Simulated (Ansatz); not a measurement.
A nudged elastic band was laid between two geometries of BFH4O (7 atoms, charge 0, multiplicity 1).

All numbers below come from Ansatz 0.2.0, RKS B3LYP/6-31G*.

```yaml
movable_images: 5
climbing_image: yes
spring: 5.0 eV/Å²
optimiser: quadratic models (default)
start_path: through a guess of the saddle point
force_threshold: 0.05 eV/Å
iteration_limit: 60
end_points: relaxed
```

First end point:

```xyz
7
Properties=species:S:1:pos:R:3
B -0.009 0.030 0.053
F -0.395 0.487 1.288
H 1.149 0.188 -0.232
H -0.852 0.052 -0.806
O 0.023 -1.753 0.354
H -0.872 -1.984 0.658
H 0.599 -1.873 1.130
```

Last end point:

```xyz
7
Properties=species:S:1:pos:R:3
B -0.153 -0.320 -0.582
F 0.861 -0.485 2.595
H 0.569 0.572 -0.267
H -0.674 -0.411 -1.655
O -0.375 -1.282 0.360
H -0.969 -1.992 0.075
H 0.382 -0.935 1.919
```

**Question.** What changes between the two ends?

**Answer.** Bonds broken: B1–F2, O5–H7. Bonds formed: F2–H7. BFH4O becomes BH3O + FH.

**Question.** What energy profile does the band end with?

**Answer.** The run converged. The highest image is number 2 of 0 to 6, 20.0 kcal/mol above the first end and 10.3 kcal/mol above the last; the last end lies 9.8 kcal/mol above the first. A vibrational analysis at the climbing image gives one clearly imaginary mode, 831i cm⁻¹: a first-order saddle point. The orbitals stay closed-shell, which can raise the energy where a bond breaks towards radicals; this wasn't checked here.

| image | path coordinate (Å) | energy (kcal/mol) | B1–F2 (Å) | O5–H7 (Å) | F2–H7 (Å) |
| --- | --- | --- | --- | --- | --- |
| 0 | 0.00 | 0.0 | 1.37 | 0.97 | 2.57 |
| 1 | 0.87 | 0.4 | 1.38 | 0.98 | 2.15 |
| 2 | 1.73 | 20.0 | 1.67 | 1.32 | 1.11 |
| 3 | 2.44 | 11.2 | 2.39 | 1.86 | 0.95 |
| 4 | 3.15 | 10.3 | 2.94 | 1.85 | 0.94 |
| 5 | 3.86 | 10.0 | 3.24 | 1.79 | 0.94 |
| 6 | 4.56 | 9.8 | 3.34 | 1.77 | 0.94 |

**Question.** What is the geometry of the highest image?

**Answer.** 
```xyz
7
Properties=species:S:1:pos:R:3
B 0.071 -0.273 -0.076
F -0.056 0.110 1.547
H 1.123 0.149 -0.438
H -0.955 0.036 -0.607
O 0.137 -1.716 0.367
H -0.703 -2.168 0.188
H 0.025 -0.992 1.463
```

**Question.** What are the harmonic wavenumbers there?

**Answer.** 831i, 536, 598, 778, 823, 849, 949, 1127, 1222, 1260, 1291, 2027, 2621, 2725, 3764 cm⁻¹.

The run took 100 s on 1 thread of Intel(R) Xeon(R) Platinum 8259CL CPU @ 2.50GHz (Skylake/Cascade Lake) (shared host), peak memory 0.12 GiB.
